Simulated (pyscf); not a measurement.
Thermochemistry of product channels of O=Nb(=O)–Cl + H₂S on the singlet surface, in kcal/mol, from ωB97M-D3(BJ)/def2-TZVP energies (ideal gas, 1 atm, RRHO with modes under 100 cm⁻¹ raised to 100, one conformer, R ln 2 for chiral ones without a mode under 150 cm⁻¹). PySCF, gas phase, ωB97X-D3(BJ)/def2-SVP geometries.

```tsv
products	ΔE	ΔH(298 K)	ΔG(600 K)	ΔG(900 K)
O=Nb(OH)(SH)–Cl	-63.9	-61.5	-40.4	-30.7
O=NbH(Cl)–O–SH	-4.1	-3.5	+17.7	+27.7
```

These are energies of the channels, which say nothing of barriers. Elements past Kr carry the def2 core potentials, without spin-orbit coupling.
